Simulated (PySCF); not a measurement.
CHO, SMILES O=[CH] (connectivity only; charge and spin as stated), charge +1, multiplicity 1.

Coordinates come from a B3LYP-D3(BJ)/def2-TZVPD optimisation. The isomer is the one that the SMILES or the coordinates give; other isomers of the formula were not compared.

Level of theory: B3LYP-D3(BJ)/def2-TZVPD (PySCF).

Frequencies are harmonic and unscaled.

Modes within 1.5 cm⁻¹ of each other (mostly degenerate sets) share a row, with their intensities summed.

```
mode  ν (cm⁻¹)  IR (km/mol)  moving atoms (share of kinetic energy)
----  --------  -----------  --------------------------------------
1–2        869         31.0                          H 72 %, C 24 %
3         2266        124.0                  O 42 %, C 38 %, H 21 %
4         3208        205.1                          H 76 %, C 21 %
```
